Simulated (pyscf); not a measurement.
PySCF, gas phase, ωB97X-D3(BJ)/def2-SVP geometries. MP2 and CC: frozen core, UHF for open shells. ΔMP2 is the change of the MP2 total energy from the triple- to the quadruple-zeta basis.

Task: How much does it cost (ΔH, 298 K, CCSD(T)/def2-TZVPP + ΔMP2(QZVPP)) to split H₂B–SH at its B–S bond into BH₂• + SH•?

Result: B–S to BH₂• + SH•: 4.89 eV. The radicals are drawn with the spin at the cut bond; how far it spreads was not checked. The CCSD(T) − MP2 part came from Ansatz, without density fitting, on the same reference. Left out: the spin-orbit lowering of SH.
